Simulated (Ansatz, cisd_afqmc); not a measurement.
Species: H₂O, charge 1, doublet. H2O+ (parent SMILES O, doublet).
B3LYP-D3(BJ)/def2-TZVP minimum from Ansatz (an electronic-structure program):
```
O
H 1 1.0078
H 1 1.0078 2 110.00
```
Charge +1, spin multiplicity 2.

Total energies in aug-cc-pVDZ, 7 correlated electrons, 1 frozen orbitals. UHF or UKS for unpaired electrons; spin-orbit terms are left out. Cores are frozen in correlated methods. No relativity. AFQMC/CISD: phaseless, guided by CISD from CCSD amplitudes; bars are statistical, one sigma. Outlying blocks are dropped, and bars are widened where a walk drifts. Over all cases where full CI ran beside it in this data, AFQMC minus full CI had a median of +0.1 mEh and passed +0.4 mEh in a tenth of the cases.

```csv
method,program,energy (Eh),minus CCSDTQ (mEh)
HF,Ansatz,-75.63767,180.46
MP2,Ansatz,-75.79738,20.75
CCSD,Ansatz,-75.81459,3.55
CCSD(T),Ansatz,-75.81760,0.54
CCSDT(Q),Ansatz,-75.81813,0.00
CCSDTQ,Ansatz,-75.81814,0.00
AFQMC/CISD,cisd_afqmc,-75.8180 ± 0.0002,0.2 ± 0.2
```

Rough core times of Ansatz's runs on a shared machine: CCSD(T) under 20 s, CCSDT(Q) 40 s, CCSDTQ 10 min.
